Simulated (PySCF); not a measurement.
# Stationary points of NO₂

Level of theory: PBE/[N def2-TZVP, O def2-TZVP], no relativity, density fitting, PySCF.

Relaxations began from a few typed shapes; open shells are unrestricted. The search is not exhaustive: other isomers or separated fragments can lie lower, and high-lying points may rest on an excited occupation.

(1) Which is the lowest minimum found?
A. doublet D∞h: N–O 1.207 Å (×2); O–N–O 180.0°
B. doublet C2v: N–O 1.204 Å (×2); O–N–O 134.0°

Answers

(1) B. The others lie at 156.9 (doublet D∞h, a saddle point) kJ/mol above it.

The electron or spin density has lower symmetry than the nuclear frame for the doublet D∞h at 156.9 kJ/mol.
